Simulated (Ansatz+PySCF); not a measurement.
**doublet NO: levels of theory in one basis**

```xyz
2

N     0.0000    0.0000   -1.2186
O     0.0000    0.0000    1.0662
```

Basis set: cc-pVDZ (spherical functions). Frozen core: 2 orbitals. Correlation on ROHF uses semicanonical orbitals with singles. Charge 0, multiplicity 2.

Computed with Ansatz (development build ahead of 0.2.0); each method stands on the lowest determinant of its kind that the runs found. NEVPT2 correlates all electrons. Active spaces start from the frontier orbitals, and the lowest solution found is given.

```tsv
method	E − E(ROHF) (eV)	<S²> of the determinant
ROHF	0.00	0.75
UHF	-6.77	2.70
ROHF-MP2	-5.86	–
UHF-MP2	-11.57	2.70
UHF-CCSD	-12.46	2.70
UHF-CCSD(T)	-12.52	2.70
UHF-CCSDT(Q)	-12.61	2.70
CASSCF(11,8)	-6.74	–
CASSCF(3,3)	-3.05	–
SC-NEVPT2(11,8)	-11.57	–
```

**Question.** What does SC-NEVPT2(3,3) give on the same scale?

**Answer.** -8.54 eV. NEVPT2 here correlates all electrons, so it doesn't share the others' frozen core.

The restricted and unrestricted rows may stand on different electronic states: another unrestricted solution lies nearer the restricted one.

Caution for ROHF, ROHF-MP2: an unrestricted determinant lies well below. Caution for ROHF, UHF, ROHF-MP2, UHF-CCSD, UHF-CCSD(T): the determinant may break the point group. Caution for UHF, UHF-MP2, UHF-CCSD, UHF-CCSD(T), UHF-CCSDT(Q): the unrestricted determinant is a mixture of spin states. Caution for ROHF-MP2, UHF-MP2, UHF-CCSD, UHF-CCSD(T), UHF-CCSDT(Q): bonds are stretched, where a single reference can fail. Caution for ROHF-MP2, UHF-MP2: forces differ strongly between restricted and unrestricted references. Caution for ROHF-MP2: another reference gives a lower total. Caution for UHF-MP2, UHF-CCSDT(Q): a plain start can end on a higher determinant. Caution for CASSCF(3,3): other starts end on other solutions of this active space.
